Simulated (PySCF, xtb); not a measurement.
ethane (C₂H₆), SMILES CC.

GFN2-xTB (xtb) at its own geometry gives an orbital gap of 15.50 eV and a dipole moment of 0.00 D.

The structure is a stationary point at ωB97X-D3(BJ)/def2-TZVP.

Task: What does PBE/def2-TZVPD in PySCF give? (Estimate from the structure and the level; the computed values follow.)

Result: gap 8.06 eV (levels -8.14 and -0.08 eV), dipole 0.00 D.
